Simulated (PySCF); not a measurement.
nitrogen dioxide (NO2), SMILES [O]N=O, multiplicity 2.

Coordinates come from a PBE-D3(BJ)/def2-TZVP optimisation.

All values below come from PBE-D3(BJ)/def2-TZVP (PySCF).

No scaling factor is applied to the harmonic values.

Computed normal modes with their intensities:
```tsv
mode	ν (cm⁻¹)	IR (km/mol)	moving atoms (share of kinetic energy)
1	743	5.6	O 62 %, N 38 %
2	1336	0.1	O 68 %, N 32 %
3	1653	334.3	N 66 %, O 34 %
```
